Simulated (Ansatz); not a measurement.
Rutile PbO2, treated with PBE-D3(BJ) in Ansatz (plane waves, PAW).

The input as run:

Ansatz 0.2 input:
```yaml
crystal:
  lattice:
    - [4.9964560433, 0.0, 0.0]
    - [0.0, 4.9964560433, 0.0]
    - [0.0, 0.0, 3.4174092127]
  atoms:
    - { symbol: Pb, position: [0.0, 0.0, 0.0] }
    - { symbol: Pb, position: [0.5, 0.5, 0.5] }
    - { symbol: O, position: [0.3075039847, 0.3075039847, 0.0] }
    - { symbol: O, position: [0.8075039847, 0.1924960153, 0.5] }
    - { symbol: O, position: [0.1924960153, 0.8075039847, 0.5] }
    - { symbol: O, position: [0.6924960153, 0.6924960153, 0.0] }
basis:
  ecutwfc: 520
  ecutrho_ratio: 4
  xc_grid: 2
kpoints:
  mp_grid: { grid: [12, 12, 16] }
hamiltonian:
  xc: pbe
  dispersion: d3bj
  pseudopotentials: { kind: paw }
scf:
  occupations: { method: fermi_dirac, width: 0.05 }
output:
  forces: true
  stress: true
  eigenvalues: true
relax:
  f_tol: 0.004
  escape_saddle: false
  max_steps: 80
  cell: { stress_tol: 0.02, fix: [volume] }
```

Excerpt of the program's output:

```
Relaxation: its limit of steps is 80 (relax.max_steps)
Crystal: 6 atoms, lattice volume = 85.314 Å³
Basis set: ecut = 520 eV, 2305 PW (Γ), exchange–correlation on 80×80×54 points (8 copies of the dense FFT grid, shifted against one another)
Bands: 32, of which v1, the nominal top of the filled ones, is band 26 counted from 1 (25 counted from 0)
Symmetry: 16 space group operations
Space group: P42/mnm (ITA 136), of the structure as read, at distance tolerance 4.4e-5 Å
k-points: 252 of 2304
Functional: x = pbe(κ = 0.804, μ = 0.2195149727645171), c = pbe(β = 0.06672455060314922)
SCF iter   1: F=—  HF=-26078.698446 eV  |F-HF|=—  |Δ(HF+E_count)|=         —  Δρ=3.42e-3  dr2=7.48e-3
SCF iter   2: F=—  HF=-26078.698607 eV  |F-HF|=—  |Δ(HF+E_count)|=   1.61e-4  Δρ=1.56e-3  dr2=1.25e-3
  ...
SCF 1 converged in 7 iterations: F = -26078.699057 eV  dr2 = 3.46e-8
Crystal: 6 atoms, lattice volume = 85.314 Å³
Initial density: handed on by an earlier stage of this run
SCF 2 converged in 4 iterations: F = -26078.699988 eV  dr2 = 2.72e-7
Crystal: 6 atoms, lattice volume = 85.314 Å³
Basis set: ecut = 520 eV, 2321 PW (Γ), exchange–correlation on 80×80×54 points (8 copies of the dense FFT grid, shifted against one another)
SCF 3 converged in 6 iterations: F = -26078.699981 eV  dr2 = 3.97e-8
Crystal: 6 atoms, lattice volume = 85.314 Å³
SCF 4 converged in 9 iterations: F = -26078.700428 eV  dr2 = 1.90e-12
Crystal: 6 atoms, lattice volume = 85.314 Å³
SCF 5 converged in 4 iterations: F = -26078.700473 eV  dr2 = 2.60e-8
Crystal: 6 atoms, lattice volume = 85.314 Å³
SCF iter   6: F=—  HF=-26078.700479 eV  |F-HF|=—  |Δ(HF+E_count)|=  5.17e-10  Δρ=1.37e-7  dr2=1.30e-11
SCF iter   7: F=-26078.700479 eV  HF=-26078.700479 eV  |F-HF|=7.28e-12  |Δ(HF+E_count)|=  4.00e-11  Δρ=2.27e-8  dr2=3.92e-13
SCF 6 converged in 7 iterations: F = -26078.700479 eV  dr2 = 3.92e-13
SCF converged after 7 iterations
Free energy (F): -26078.700479 eV
Internal energy: -26078.696489 eV  (E = F + TS)
E sigma→0 (E₀):  -26078.698484 eV
Fermi energy:    7.895287 eV
--- Forces (eV/Å), atoms counted from 1 ---
  atom   1  Pb    -0.00000000     0.00000000    -0.00000000
  atom   2  Pb     0.00000000     0.00000000     0.00000000
  atom   3  O     -0.00003489    -0.00003489     0.00000000
  atom   4  O     -0.00003489     0.00003489     0.00000000
  atom   5  O      0.00003489    -0.00003489    -0.00000000
  atom   6  O      0.00003489     0.00003489    -0.00000000
--- Stress (GPa, compression-positive) ---
        2.496305      -0.000000       0.000000
       -0.000000       2.496305      -0.000000
        0.000000      -0.000000       2.498151
  P = ⅓ Tr σ = 2.4969 GPa (24.969 kbar)
```

The cell is one volume of an energy–volume scan, off the minimum.

Ansatz is an electronic-structure program.
